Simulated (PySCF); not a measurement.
Isomers of C5H5Cl, one GFN2-xTB conformer each. Single-point energies are computed at PBE0/pcSseg-1 (PySCF, gas phase, no added dispersion term), electronic only.

Task: Rank them by PBE0/pcSseg-1 energy, lowest first (kcal/mol).
A. `C=CC#CCCl`
B. `C/C=C1C=C\1Cl`
C. `CC1=CC/1=C/Cl`
D. `ClC1=CC=CC1`

Result: D (0.0), A (36.9), C (47.5), B (55.2).

As drawn, the highest has a three-membered ring, which the lowest lacks. GFN2-xTB itself gives, in the same order: 0.0, 39.5, 51.2, 55.3. Both levels put the same isomer lowest; measured from each level's own lowest isomer, the values differ by up to 3.7 kcal/mol (CC1=CC/1=C/Cl: 51.2 against 47.5).

Task: Which frontier levels, dipoles and rotational constants go with these structures?

Result: 
```tsv
SMILES	HOMO (eV, PBE0/pcSseg-1)	LUMO (eV)	dipole (D)	A, B, C (MHz)
ClC1=CC=CC1	-6.38	-0.87	1.45	8441, 2020, 1646
C=CC#CCCl	-7.18	-1.01	2.13	14792, 969.6, 915.3
CC1=CC/1=C/Cl	-5.89	-0.47	3.83	5837, 1701, 1328
C/C=C1C=C\1Cl	-5.96	-0.60	1.20	10883, 1288, 1160
```
